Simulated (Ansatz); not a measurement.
Al2H4O, SMILES [OH][AlH][AlH2], a rigid scan of one bond angle

Computed with the Ansatz DFT code, driven from Python.

Notebook, run cell by cell (the value of a cell's last expression is shown):

**Cell 1**
```python
from dataclasses import dataclass
import warnings

import ansatz as az
from ase import Atoms
```

**Cell 2**
```python
@dataclass(frozen=True)
class Settings:
    basis: str = "6-31G*"
    functional: str = "pbe0"
    dispersion: str = "d3bj"
    fmax: float = 0.02
```

**Cell 3**
```python
opts = Settings()
```

**Cell 4**
```python
warnings.simplefilter("ignore", az.DeckWarning)
```

**Cell 5**
```python
atoms = Atoms(["O", "Al", "Al", "H", "H", "H", "H"], positions=[
    (-1.2726, -1.4523, -1.1425),
    (-0.4863, 0.1848, -0.8112),
    (1.1775, 0.334, 0.9918),
    (-2.0472, -1.3857, -0.5748),
    (-0.8432, 1.4756, -1.689),
    (1.5675, -0.9477, 1.8665),
    (1.9654, 1.7232, 1.3133),
])
```

**Cell 6**
```python
first = (
    az.Crystal.molecule_from_ase(atoms).calculation()
    .basis(gaussian=opts.basis)
    .functional(opts.functional, dispersion=opts.dispersion)
    .relax(force_tolerance=opts.fmax, max_steps=80)
)
atoms.positions = first.run(threads=1, pin="off").report["positions_ang"]
```

**Cell 7**
```python
rows = []
for angle in [90, 100, 110, 120, 135, 150, 165, 179]:
    bent = atoms.copy()
    bent.set_angle(1, 0, 3, angle, indices=[3])
    base = (
        az.Crystal.molecule_from_ase(bent).calculation()
        .basis(gaussian=opts.basis)
        .functional(opts.functional, dispersion=opts.dispersion)
    )
    rows.append((angle, base.run(threads=1, pin="off").report["free_energy_ev"]))
floor = min(e for _, e in rows)
for angle, e in rows:
    print(f"angle Al1-O0-H3 = {angle:3d} deg   {1000 * (e - floor):9.1f} meV")
```
Output:
```text
angle Al1-O0-H3 =  90 deg       281.0 meV
angle Al1-O0-H3 = 100 deg       110.4 meV
angle Al1-O0-H3 = 110 deg        23.4 meV
angle Al1-O0-H3 = 120 deg         0.0 meV
angle Al1-O0-H3 = 135 deg        45.0 meV
angle Al1-O0-H3 = 150 deg       134.6 meV
angle Al1-O0-H3 = 165 deg       216.5 meV
angle Al1-O0-H3 = 179 deg       252.7 meV
```

The scan is rigid, and the energies are electronic, in a modest basis. The zero is the lowest point of the grid, which needn't be the minimum. Timing: 28 s on 1 thread of Arm Neoverse V2, with other jobs on the host, peak memory 0.19 GiB.
